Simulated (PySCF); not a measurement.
# A diatomic session: NaCl+

The task here is to estimate one member of a computed series from the others.

Program: PySCF 2.14.0. Level of theory: Na 6-31G(d,p), Cl 6-31G(d,p), no relativity. These are calculated values, not measurements.

The first run:

Settings of the job:

- atoms: Na, Cl
- charge: 1
- basis: Na 6-31G(d,p), Cl 6-31G(d,p)
- Hamiltonian: no relativity
- basis functions: 36
- electrons treated: 27
- masses in u: 22.9898, 34.9689
- levels: PBE0, PBE, r²SCAN, PW91, B3LYP, M06, HF, MP2, SCS-MP2, CCSD, CCSD(T)
- grid: 80 radial by 434 angular points
- occupations: held fixed by the projection of orbital angular momentum
- dissociation limit: Na+ + Cl, each in its ground configuration
- starting distance in angstrom: 2.645
- values of 2S to try: 1, 3

Started as:

```bash
> OMP_NUM_THREADS=1 python dia.py task.json out
```

Steps of the session up to this table: Input; First curve: PBE0; Other states along the same grid; PBE (GGA); r²SCAN (meta-GGA); PW91; B3LYP (global hybrid GGA); M06 (hybrid meta-GGA); UHF (mean field); Adding correlation.

One table of the session follows, with a row left open; its other results are not shown here.

Energy (eV) from each level's lowest point:

```
R (Å)    UHF  UHF-MP2  UHF-SCS-MP2  UHF-CCSD  UHF-CCSD(T)
2.454  0.195    0.169        0.172       n/a          n/a
2.569  0.089    0.069        0.071     0.067        0.067
2.683  0.031    0.018        0.020     0.018        0.017
2.768  0.010    0.003        0.003     0.002        0.002
2.854      ?        ?            ?         ?            ?
2.940  0.000    0.006        0.005     0.006        0.007
3.054  0.008    0.022        0.021     0.023        0.024
3.196  0.026    0.050        0.048     0.051        0.053
3.368  0.052    0.086        0.084     0.088        0.090
3.596  0.087    0.131        0.129       n/a          n/a
```

Q: Estimate the row for R (Å) = 2.854 from the others.

Worked estimate for «UHF». A straight line through the neighbours (2.768, 0.010) and (2.940, 0.000) gives 0.010 + (0.000 − 0.010) × (2.854 − 2.768) / (2.940 − 2.768) = 0.005; a parabola fitted to 4 rows on both sides gives 0.001.

The run gave: UHF: 0.001; UHF-MP2: 0.000; UHF-SCS-MP2: 0.000; UHF-CCSD: 0.000; UHF-CCSD(T): 0.000. In «UHF» the line misses by +0.004 and the parabola by 0.000.
